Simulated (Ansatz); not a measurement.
Geometry optimisation, Ansatz, UKS PBE0/STO-3G.

The input (input.yaml):

```yaml
crystal:
  periodic: [false, false, false]
  atoms:
    - { symbol: Al, position_ang: [-1.85753, -1.84054, 0.05145] }
    - { symbol: S, position_ang: [-0.35532, -0.6392, 1.12147] }
    - { symbol: Si, position_ang: [0.90148, 0.85817, 0.19653] }
    - { symbol: H, position_ang: [-2.11393, -1.7944, -1.50651] }
    - { symbol: H, position_ang: [0.2017, 1.42446, -0.94886] }
    - { symbol: H, position_ang: [1.09684, 1.81806, 1.2716] }
    - { symbol: H, position_ang: [2.12675, 0.17345, -0.18567] }
magnetization:
  spin_polarized: true
  initial_magnetization: 1
basis:
  gaussian: { orbitals: STO-3G }
hamiltonian:
  xc: pbe0
relax:
  f_tol: 0.02
  max_steps: 40
output:
  orbitals: {}
```

Launched with:

```bash
$ ansatz run input.yaml --threads 1 --pin off --max-ram 2048MiB --backend cpu --events-out ev --progress --plain --runs-dir out
```

Question: Where does it end, and by what steps?

Answer: The forces met the threshold. Limits of this set-up: minimal basis. After 13 steps the energy has fallen by 0.581 eV; H4 moved furthest, 1.05 Å.

```tsv
step	energy less start (eV)	largest force component (eV/Å)	accepted
0	0.0000	1.635	yes
1	-0.3028	0.864	yes
2	-0.4292	0.389	yes
3	-0.5013	0.312	yes
4	-0.5531	0.252	yes
5	-0.5625	0.082	yes
6	-0.5643	0.027	yes
7	-0.5688	0.039	yes
8	-0.5700	0.235	yes
9	-0.5765	0.126	yes
10	-0.5795	0.034	yes
11	-0.5800	0.088	yes
12	-0.5808	0.037	yes
13	-0.5810	0.005	yes
```

```xyz
7
Properties=species:S:1:pos:R:3
Al -1.583 -1.738 0.004
S -0.635 -0.501 1.444
Si 0.600 0.688 0.215
H -1.135 -1.435 -1.424
H -0.151 1.458 -0.753
H 1.334 1.623 1.037
H 1.569 -0.094 -0.523
```

Whether the end is a true minimum wasn't checked by a vibrational analysis.

Run time: 46 s on 1 thread of Arm Neoverse N1, with other jobs on the host, peak memory 0.14 GiB.
